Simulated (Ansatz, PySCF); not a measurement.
O2, SMILES O=O (connectivity only; charge and spin as stated), charge +1, multiplicity 2. Atoms are numbered in the order given.

```xyz
2

O      0.0000     0.0000    -0.5529
O      0.0000     0.0000     0.5529
```
Charge +1, spin multiplicity 2.

Geometry: B3LYP-D3(BJ)/def2-TZVPD.

Two levels are set side by side: PBE-D3(BJ)/def2-TZVPD (Ansatz, an electronic-structure program) and B3LYP-D3(BJ)/def2-TZVPD (Ansatz). Each level has its own optimised geometry; the coordinates shown are those of the second. Frequencies come from the Hessian of PySCF at each geometry. Differences are taken from unrounded values.

| quantity | B3LYP-D3(BJ) | PBE-D3(BJ) | PBE-D3(BJ) minus B3LYP-D3(BJ) |
|---|---|---|---|
| bond O1–O2 (Å) | 1.106 | 1.122 | 0.016 |
| highest harmonic wavenumber (cm⁻¹) | 2053 | 1931 | -122 |
| mean harmonic wavenumber (cm⁻¹) | 2053 | 1931 | -122 |
| zero-point energy (kcal/mol) | 2.93 | 2.76 | -0.17 |
